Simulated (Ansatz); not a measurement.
## Relaxing Re

Method: Ansatz, DFT r2SCAN, scalar-relativistic, plane waves, PAW. Cutoff 500 eV, Γ-centred k mesh, Gaussian smearing, no spin polarisation in the final step.

Re was placed on the omega structure type (P6/mmm, No. 191), at a guessed volume.

```
Re
1.0
     4.59848    0.00000    0.00000
    -2.29924    3.98240    0.00000
     0.00000    0.00000    2.81907
Re
3
Direct
  0.00000 0.00000 0.00000
  0.33333 0.66667 0.50000
  0.66667 0.33333 0.50000
```

Steps on the 6×6×6 mesh (3 atoms). 4 of 5 steps are shown, and the free energy counts from the last. Trial steps that were taken back and renewals of the plane-wave basis can be among the rows.

| step | ΔF (meV/atom) | V (Å³/atom) | P (GPa) |
| --- | --- | --- | --- |
| 1 | 321.3 | 17.21 | -38.67 |
| 2 | 0.7 | 14.97 | -1.31 |
| 3 | -0.4 | 14.90 | 0.60 |
| 5 | 0.0 | 14.92 | -0.05 |

A final relaxation ran on a 12×12×16 mesh. The relaxed crystal, P6/mmm (No. 191):

```
Re
1.0
     4.35541    0.00000    0.00000
    -2.17771    3.77190    0.00000
     0.00000    0.00000    2.72640
Re
3
Direct
  0.00000 0.00000 0.00000
  0.33333 0.66667 0.50000
  0.66667 0.33333 0.50000
```

For Re, the volume per atom is 14.93 Å³ and the density is 20.71 g/cm³. The energy over the standard structure is 0.18 eV/atom. The gap on the 12×12×16 mesh is 0 eV (a metal).

Energies count from the standard state of Re at the same level.

The final run used a 12×12×16 mesh on its 3-atom cell and 0.10 eV smearing. The k mesh leaves about 4 meV/atom of noise in metals. Spin–orbit coupling is left out.

A structure relaxed within its symmetry needn't be a true minimum.